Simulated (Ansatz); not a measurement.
# AlN2: the cost of one run

Method: def2-QZVPP, core rule «outside noble gas», up to 7 orbitals frozen; program: Ansatz 0.2.0, Gaussian basis.

To be run: UHF; ROHF; CCSD(T) on UHF.

## (1) The geometry

The geometry is a PBE0/def2-TZVP stationary point (not a proven minimum) of the parent state, kept for this charge and spin.

3 atoms, charge 0, spin multiplicity 2.

Atoms are counted from 1 here; the program's logs count them from 0.

Bond lengths: N1–Al2 1.795 Å, Al2–N3 1.795 Å. Angles: N1–Al2–N3 180.0°.

## (2) UHF

Input file in.yaml:

```yaml
crystal:
  periodic: [false, false, false]
  atoms:
    - {symbol: N, position_ang: [0.000000, 0.000000, 1.795300]}
    - {symbol: Al, position_ang: [0.000000, 0.000000, 0.000000]}
    - {symbol: N, position_ang: [0.000000, 0.000000, -1.795300]}
basis:
  gaussian: {orbitals: "def2-QZVPP.json"}
magnetization: {spin_polarized: true, initial_magnetization: 1}
hamiltonian: {xc: hf}
output: {orbitals: {seedname: orbitals}}
```

Run with:

```
> ansatz run in.yaml --threads 1 --pin off --events-out ev --progress --plain --max-ram 2393MiB
```

What time and memory should one allow on 1 thread of Arm Neoverse V2, shared host?

About 32 s, with a peak of 0.4 GiB.
